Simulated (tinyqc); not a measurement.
Worked calculation (part 2 of 2): UKS/LDA (VWN5) in the sto-3g basis, for BH, spin multiplicity 3. Computed by tinyqc, a small Python program that keeps every step (integrals from PySCF). Command: `OMP_NUM_THREADS=1 python tinyqc.py 26704 26705 out.jsonl` (the two numbers bound the seeds that draw the settings). One thread of a shared host (Intel(R) Xeon(R) Processor @ 2.60GHz), about 1 s of CPU time with the checks.

Geometry (angstrom):
```
atom       x       y       z
B     0.0000  0.0000  0.0000
H     0.0000  0.0000  2.3610
```

## Iteration 2: diagonalisation and new density

extrapolated F(alpha) (hartree):
```
          1B 1s    1B 2s   1B 2px   1B 2py   1B 2pz    2H 1s
1B 1s   -6.0088  -1.8571   0.0000   0.0000   0.0062  -0.0309
1B 2s   -1.8571  -0.7377   0.0000   0.0000   0.0220  -0.0574
1B 2px   0.0000   0.0000   0.0590  -0.0004   0.0000   0.0000
1B 2py   0.0000   0.0000  -0.0004   0.0536   0.0000   0.0000
1B 2pz   0.0062   0.0220   0.0000   0.0000   0.0557  -0.0568
2H 1s   -0.0309  -0.0574   0.0000   0.0000  -0.0568  -0.0218
```

extrapolated F(beta) (hartree):
```
          1B 1s    1B 2s   1B 2px   1B 2py   1B 2pz    2H 1s
1B 1s   -5.9738  -1.8336   0.0000   0.0000   0.0022  -0.0305
1B 2s   -1.8336  -0.6162   0.0000   0.0000  -0.0045  -0.0539
1B 2px   0.0000   0.0000   0.1825  -0.0007   0.0000   0.0000
1B 2py   0.0000   0.0000  -0.0007   0.1725   0.0000   0.0000
1B 2pz   0.0022  -0.0045   0.0000   0.0000   0.1772  -0.0534
2H 1s   -0.0305  -0.0539   0.0000   0.0000  -0.0534  -0.0187
```

X:
```
          1B 1s    1B 2s  1B 2px  1B 2py   1B 2pz    2H 1s
1B 1s    1.0289  -0.1418  0.0000  0.0000  -0.0008   0.0075
1B 2s   -0.1418   1.0321  0.0000  0.0000   0.0045  -0.0475
1B 2px   0.0000   0.0000  1.0000  0.0000   0.0000   0.0000
1B 2py   0.0000   0.0000  0.0000  1.0000   0.0000   0.0000
1B 2pz  -0.0008   0.0045  0.0000  0.0000   1.0060  -0.0638
2H 1s    0.0075  -0.0475  0.0000  0.0000  -0.0638   1.0092
```

Diagonalise F' = X^T F X, C = X C', fill 4 alpha and 2 beta electrons from the bottom; D(s) = C_occ C_occ^T. Each column has its largest component positive (the first on a tie).

F' = X^T F X (alpha) (hartree):
```
         1        2        3        4        5        6
1  -5.8341  -1.0244   0.0000   0.0000   0.0009   0.0173
2  -1.0244  -0.3578   0.0000   0.0000   0.0270  -0.0406
3   0.0000   0.0000   0.0590  -0.0004   0.0000   0.0000
4   0.0000   0.0000  -0.0004   0.0536   0.0000   0.0000
5   0.0009   0.0270   0.0000   0.0000   0.0638  -0.0614
6   0.0173  -0.0406   0.0000   0.0000  -0.0614  -0.0102
```

orbital energies (alpha) (hartree): MO1 -6.0194, MO2 -0.1837, MO3 -0.0408, MO4 0.0535, MO5 0.0591, MO6 0.1057

coefficients C (alpha):
```
            MO1      MO2      MO3     MO4      MO5      MO6
1B 1s    0.9872  -0.3120   0.0610  0.0000   0.0000  -0.0558
1B 2s    0.0443   1.0022  -0.2092  0.0000   0.0000   0.1935
1B 2px   0.0000   0.0000   0.0000  0.0723   0.9974   0.0000
1B 2py   0.0000   0.0000   0.0000  0.9974  -0.0723   0.0000
1B 2pz  -0.0009  -0.0584   0.4796  0.0000   0.0000   0.8848
2H 1s   -0.0027   0.1828   0.8134  0.0000   0.0000  -0.5743
```

F' = X^T F X (beta) (hartree):
```
         1        2        3        4        5        6
1  -5.8014  -1.0218   0.0000   0.0000   0.0005   0.0171
2  -1.0218  -0.2351   0.0000   0.0000   0.0007  -0.0411
3   0.0000   0.0000   0.1825  -0.0007   0.0000   0.0000
4   0.0000   0.0000  -0.0007   0.1725   0.0000   0.0000
5   0.0005   0.0007   0.0000   0.0000   0.1861  -0.0647
6   0.0171  -0.0411   0.0000   0.0000  -0.0647  -0.0072
```

orbital energies (beta) (hartree): MO1 -5.9830, MO2 -0.0840, MO3 0.0030, MO4 0.1724, MO5 0.1826, MO6 0.2064

coefficients C (beta):
```
            MO1      MO2      MO3     MO4      MO5      MO6
1B 1s    0.9882  -0.2536   0.1937  0.0000   0.0000  -0.0201
1B 2s    0.0411   0.8162  -0.6438  0.0000   0.0000   0.0729
1B 2px   0.0000   0.0000   0.0000  0.0717   0.9974   0.0000
1B 2py   0.0000   0.0000   0.0000  0.9974  -0.0717   0.0000
1B 2pz   0.0000   0.1031   0.2223  0.0000   0.0000   0.9778
2H 1s   -0.0026   0.5292   0.7819  0.0000   0.0000  -0.3653
```

D(alpha) after iteration 2:
```
          1B 1s    1B 2s  1B 2px  1B 2py   1B 2pz    2H 1s
1B 1s    1.0756  -0.2817  0.0000  0.0000   0.0466  -0.0100
1B 2s   -0.2817   1.0502  0.0000  0.0000  -0.1588   0.0129
1B 2px   0.0000   0.0000  0.0052  0.0721   0.0000   0.0000
1B 2py   0.0000   0.0000  0.0721  0.9948   0.0000   0.0000
1B 2pz   0.0466  -0.1588  0.0000  0.0000   0.2334   0.3794
2H 1s   -0.0100   0.0129  0.0000  0.0000   0.3794   0.6950
```

D(beta) after iteration 2:
```
          1B 1s    1B 2s  1B 2px  1B 2py   1B 2pz    2H 1s
1B 1s    1.0408  -0.1664  0.0000  0.0000  -0.0262  -0.1368
1B 2s   -0.1664   0.6678  0.0000  0.0000   0.0842   0.4318
1B 2px   0.0000   0.0000  0.0000  0.0000   0.0000   0.0000
1B 2py   0.0000   0.0000  0.0000  0.0000   0.0000   0.0000
1B 2pz  -0.0262   0.0842  0.0000  0.0000   0.0106   0.0546
2H 1s   -0.1368   0.4318  0.0000  0.0000   0.0546   0.2801
```

## Iteration 18 (converged): orbitals

converged F(alpha) (hartree):
```
          1B 1s    1B 2s  1B 2px  1B 2py   1B 2pz    2H 1s
1B 1s   -6.0855  -1.8759  0.0000  0.0000   0.0016  -0.0312
1B 2s   -1.8759  -0.7743  0.0000  0.0000   0.0080  -0.0626
1B 2px   0.0000   0.0000  0.0221  0.0000   0.0000   0.0000
1B 2py   0.0000   0.0000  0.0000  0.0183   0.0000   0.0000
1B 2pz   0.0016   0.0080  0.0000  0.0000   0.0181  -0.0654
2H 1s   -0.0312  -0.0626  0.0000  0.0000  -0.0654  -0.1690
```

converged F(beta) (hartree):
```
          1B 1s    1B 2s  1B 2px  1B 2py   1B 2pz    2H 1s
1B 1s   -6.0676  -1.8625  0.0000  0.0000  -0.0017  -0.0311
1B 2s   -1.8625  -0.7144  0.0000  0.0000  -0.0122  -0.0577
1B 2px   0.0000   0.0000  0.0627  0.0000   0.0000   0.0000
1B 2py   0.0000   0.0000  0.0000  0.1116   0.0000   0.0000
1B 2pz  -0.0017  -0.0122  0.0000  0.0000   0.0642  -0.0576
2H 1s   -0.0311  -0.0577  0.0000  0.0000  -0.0576  -0.0029
```

As before.

F' = X^T F X (alpha) (hartree):
```
         1        2       3       4        5        6
1  -5.9104  -1.0282  0.0000  0.0000  -0.0017   0.0169
2  -1.0282  -0.3928  0.0000  0.0000   0.0131  -0.0366
3   0.0000   0.0000  0.0221  0.0000   0.0000   0.0000
4   0.0000   0.0000  0.0000  0.0183   0.0000   0.0000
5  -0.0017   0.0131  0.0000  0.0000   0.0261  -0.0576
6   0.0169  -0.0366  0.0000  0.0000  -0.0576  -0.1588
```

orbital energies (alpha) (hartree): MO1 -6.0958, MO2 -0.2302, MO3 -0.1547, MO4 0.0183, MO5 0.0221, MO6 0.0448

coefficients C (alpha):
```
            MO1      MO2      MO3     MO4      MO5      MO6
1B 1s    0.9874  -0.2687   0.1745  0.0000   0.0000  -0.0337
1B 2s    0.0437   0.8595  -0.5775  0.0000   0.0000   0.1163
1B 2px   0.0000   0.0000   0.0000  0.0001   1.0000   0.0000
1B 2py   0.0000   0.0000   0.0000  1.0000  -0.0001   0.0000
1B 2pz   0.0000   0.0448   0.2421  0.0000   0.0000   0.9775
2H 1s   -0.0028   0.4822   0.8159  0.0000   0.0000  -0.3559
```

F' = X^T F X (beta) (hartree):
```
         1        2       3       4        5        6
1  -5.8942  -1.0251  0.0000  0.0000  -0.0023   0.0175
2  -1.0251  -0.3328  0.0000  0.0000  -0.0071  -0.0407
3   0.0000   0.0000  0.0627  0.0000   0.0000   0.0000
4   0.0000   0.0000  0.0000  0.1116   0.0000   0.0000
5  -0.0023  -0.0071  0.0000  0.0000   0.0723  -0.0624
6   0.0175  -0.0407  0.0000  0.0000  -0.0624   0.0091
```

orbital energies (beta) (hartree): MO1 -6.0772, MO2 -0.1630, MO3 -0.0172, MO4 0.0627, MO5 0.1116, MO6 0.1117

coefficients C (beta):
```
            MO1      MO2      MO3      MO4     MO5      MO6
1B 1s    0.9879  -0.3038   0.0980   0.0000  0.0000  -0.0278
1B 2s    0.0418   0.9824  -0.3327   0.0000  0.0000   0.0999
1B 2px   0.0000   0.0000   0.0000   1.0000  0.0001   0.0000
1B 2py   0.0000   0.0000   0.0000  -0.0001  1.0000   0.0000
1B 2pz   0.0007   0.0873   0.4848   0.0000  0.0000   0.8795
2H 1s   -0.0027   0.2263   0.7830   0.0000  0.0000  -0.6004
```

D(alpha) after iteration 18:
```
          1B 1s    1B 2s  1B 2px  1B 2py   1B 2pz    2H 1s
1B 1s    1.0775  -0.2886  0.0000  0.0000   0.0302   0.0100
1B 2s   -0.2886   1.0741  0.0000  0.0000  -0.1013  -0.0568
1B 2px   0.0000   0.0000  0.0000  0.0001   0.0000   0.0000
1B 2py   0.0000   0.0000  0.0001  1.0000   0.0000   0.0000
1B 2pz   0.0302  -0.1013  0.0000  0.0000   0.0606   0.2191
2H 1s    0.0100  -0.0568  0.0000  0.0000   0.2191   0.8983
```

D(beta) after iteration 18:
```
          1B 1s    1B 2s  1B 2px  1B 2py   1B 2pz    2H 1s
1B 1s    1.0683  -0.2571  0.0000  0.0000  -0.0259  -0.0714
1B 2s   -0.2571   0.9669  0.0000  0.0000   0.0858   0.2223
1B 2px   0.0000   0.0000  0.0000  0.0000   0.0000   0.0000
1B 2py   0.0000   0.0000  0.0000  0.0000   0.0000   0.0000
1B 2pz  -0.0259   0.0858  0.0000  0.0000   0.0076   0.0198
2H 1s   -0.0714   0.2223  0.0000  0.0000   0.0198   0.0512
```

## Convergence

Stop when the energy changes by less than 1e-10 hartree and every element of the error matrix X^T (F D S - S D F) X (for each spin) is below 3e-06.

Course of the cycle:
```
iteration  E (hartree)     change  largest element of the error matrix
1           -23.909827          -                             8.58e-02
2           -24.003502  -9.37e-02                             1.26e-01
3           -24.396441  -3.93e-01                             3.82e-02
4           -24.397209  -7.69e-04                             7.21e-02
5           -24.398663  -1.45e-03                             6.81e-02
6           -24.401239  -2.58e-03                             7.04e-02
7           -24.410305  -9.07e-03                             3.41e-02
8           -24.415118  -4.81e-03                             8.56e-03
9           -24.415362  -2.44e-04                             3.05e-04
10          -24.415363  -8.71e-07                             4.63e-05
11          -24.415363  -3.53e-08                             6.01e-06
12          -24.415363  -9.50e-10                             1.12e-06
13          -24.415363  -8.57e-10                             1.12e-06
14          -24.415363  -2.45e-09                             1.11e-06
15          -24.415363  -7.28e-08                             3.97e-07
16          -24.415363  -8.54e-09                             5.57e-08
17          -24.415363  -1.66e-10                             5.73e-09
18          -24.415363  -1.71e-12                             1.04e-09
```

PySCF UKS in the same basis, fine grid, after a stability check = -24.415403 hartree

Converged in 18 iterations. The coarse grid moves the energy by +3.94e-05 hartree.

## Populations, bond orders and dipole

overlap S:
```
         1B 1s   1B 2s  1B 2px  1B 2py  1B 2pz   2H 1s
1B 1s   1.0000  0.2693  0.0000  0.0000  0.0000  0.0043
1B 2s   0.2693  1.0000  0.0000  0.0000  0.0000  0.0901
1B 2px  0.0000  0.0000  1.0000  0.0000  0.0000  0.0000
1B 2py  0.0000  0.0000  0.0000  1.0000  0.0000  0.0000
1B 2pz  0.0000  0.0000  0.0000  0.0000  1.0000  0.1256
2H 1s   0.0043  0.0901  0.0000  0.0000  0.1256  1.0000
```

Mulliken: Z minus the diagonal of D S on the atom; Loewdin: the same with S^(1/2) D S^(1/2); Mayer order: 2 sum_s sum (D(s) S)_ij (D(s) S)_ji over the two atoms.

Charges (e):
```
atom  Mulliken  Loewdin  Mulliken spin
1B     -0.0058  -0.0067         1.1527
2H      0.0058   0.0067         0.8473
```

Mayer bond orders:
```
pair   order
2-1   0.2820
```

dipole moment about the origin, x y z (debye): 0.0000  0.0000  0.0287

<S^2> of the determinant (pure state: 2) = 2.0113
